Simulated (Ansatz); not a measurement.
Coupled-cluster run, H4NSi, SMILES `[NH][SiH3]` radical.

```yaml
crystal:
  periodic: [false, false, false]
  atoms:
    - {symbol: N, position_ang: [0.592145, -0.835218, 0.909470]}
    - {symbol: Si, position_ang: [-0.203705, 0.347586, -0.109981]}
    - {symbol: H, position_ang: [0.922750, -1.640651, 0.372666]}
    - {symbol: H, position_ang: [-1.310562, -0.282320, -0.885520]}
    - {symbol: H, position_ang: [0.789510, 0.911815, -1.068907]}
    - {symbol: H, position_ang: [-0.748136, 1.434788, 0.736172]}
basis:
  gaussian: {orbitals: def2-TZVPP}
magnetization: {spin_polarized: true, initial_magnetization: 1}
correlation: {method: ccsd_t}
scf: {omitted_lower_state_checks: [cluster_reference]}
output: {orbitals: {seedname: orbitals}}
```

```sh
$ ansatz run in.yaml --threads 2 --pin off --events-out ev --progress --plain
```

Output of Ansatz, abridged:

```
Functional definition: HF
738 factors; integrals over basis functions are off by at most 7.2e-4 eV
mean field evaluation 1: about -9403.8924 eV, gradient 2.1e1 eV
mean field evaluation 2: about -9403.8946 eV, gradient 2.1e1 eV
mean field evaluation 4: about -9407.1147 eV, gradient 3.1e0 eV
mean field evaluation 8: about -9407.2869 eV, gradient 1.6e-1 eV
mean field -9407.28752710 eV, -345.7114401325 hartree, gradient 4.0e-6 eV, S^2 0.759240; 4 other end points of the search recorded, 0 dependent functions left out
6 core orbitals not correlated: weight in the atoms' cores, before any rotation towards them, 1.000 or more for the frozen orbitals, at most 0.000 for the correlated occupied ones
reference -9407.28752710 eV, -345.7114401325 hartree; 7, 6 occupied and 116, 117 virtual orbitals, 738 factors
second order -8.20971972 eV of doubles, -0.00000000 eV of singles
cycle   1  -8.89933739 eV  change   -6.9e-1 eV  update   6.7e-2
cycle   2  -9.18597102 eV  change   -2.9e-1 eV  update   2.3e-2
cycle   3  -9.22536355 eV  change   -3.9e-2 eV  update   1.1e-2
cycle   4  -9.22392308 eV  change    1.4e-3 eV  update   5.2e-3
cycle   5  -9.22487314 eV  change   -9.5e-4 eV  update   2.6e-3
cycle   6  -9.22547118 eV  change   -6.0e-4 eV  update   9.9e-4
cycle   7  -9.22559303 eV  change   -1.2e-4 eV  update   3.7e-4
cycle   8  -9.22569268 eV  change   -1.0e-4 eV  update   1.3e-4
cycle   9  -9.22565716 eV  change    3.6e-5 eV  update   5.3e-5
cycle  10  -9.22563962 eV  change    1.8e-5 eV  update   2.5e-5
cycle  11  -9.22564466 eV  change   -5.0e-6 eV  update   1.6e-5
perturbative correction -0.28762929 eV, -0.0105701816 hartree
Total energy: -9416.80080106 eV, -346.0610465021 hartree
Checks for a lower state left out: cluster_reference
```

Run time 15 s (2 threads of a server CPU on a shared host); peak host memory 1.3 GiB.

MP2 recovers 86.3 % of the CCSD(T) correlation energy and the triples give 3.0 %; T1 = 0.0148.
